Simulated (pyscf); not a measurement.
HB=NH + hydrogen (H₂) → H₂B–NH₂, an addition across a multiple bond or ene-type step (singlet surface; H–H broken, B–H, H–N formed). Optimised with ωB97X-D3(BJ)/def2-SVP in PySCF. Energies in kcal/mol from the separated reactants.

Small-basis levels: PySCF, no dispersion term, spherical d functions. AM1 to PM7: differences of heats of formation from MOPAC, which are fitted to 298 K values and so differ in kind from electronic energies by zero-point and thermal terms. GFN2-xTB: tblite. 

```csv
level,barrier,reaction energy
HF/3-21G,67.5,-42.8
MP2/6-31G*,[?],-34.2
SVWN5/6-31G*,26.2,-47.0
BP86/6-31G*,37.3,-38.5
PBE/6-31G*,35.2,-40.2
B3LYP/STO-3G,65.1,-48.9
B3LYP/6-31G*,43.1,-39.3
M06-2X/6-31G*,43.5,-40.9
B3LYP/6-311+G**,[?],-37.6
B3LYP/def2-SVP,38.8,-38.9
GFN2-xTB,48.6,-37.0
PM7,86.5,+25.0
ωB97M-D3(BJ)/def2-TZVP,[?],-38.8
```

Q: Fill in the missing entries.

A: 
- MP2/6-31G*, barrier: 50.7
- B3LYP/6-311+G**, barrier: 40.4
- ωB97M-D3(BJ)/def2-TZVP, barrier: 39.2

Against the last row the barrier runs from -13.0 (SVWN5/6-31G*) to +47.3 kcal/mol (PM7). ωB97M-D3(BJ)/def2-TZVP has limits of its own. At the saddle there is also a short B–H contact that neither side keeps. This is the saddle that the search found; another between the same sides may lie lower.
